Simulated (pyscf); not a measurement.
# Routes from Cl–InH₂

Candidate steps break at most two bonds and form at most two. Each was searched with GFN2-xTB (tblite) first. Optimised with ωB97X-D3(BJ)/def2-SVP in PySCF. Energies: ωB97M-D3(BJ)/def2-TZVP, kJ/mol, from the reactant's lowest minimum found, singlet surface; ΔG‡ with ideal gas, 1 atm, RRHO with modes under 100 cm⁻¹ raised to 100, one conformer, R ln 2 for chiral ones without a mode under 150 cm⁻¹.

```json
[
 {"products": "InH [singlet] + HCl", "type": "1,1-elimination", "ΔE‡": "199.6", "ΔE": "+125.4", "ΔG‡ 298 K": "190.7", "ΔG‡ 900 K": "188.2", "ν‡ (cm⁻¹)": "1180i"},
 {"products": "Cl–In [singlet] + H₂", "type": "1,1-elimination", "ΔE‡": "288.3", "ΔE": "-59.4", "ΔG‡ 298 K": "278.0", "ΔG‡ 900 K": "276.4", "ν‡ (cm⁻¹)": "1610i"}
]
```

Row 1: On the product side the descent ends in a complex, 22.0 kJ/mol under the separated species and 80.9 kJ/mol under the saddle at ωB97X-D3(BJ)/def2-TZVP. 

Plain bond fissions and candidates not yet searched are not listed, and one of them may be faster. Each barrier is that of the saddle found; lower ones may exist. One closed-shell reference is unstable to symmetry breaking; treat the single-reference values with care. Elements past Kr carry the def2 core potentials, without spin-orbit coupling.
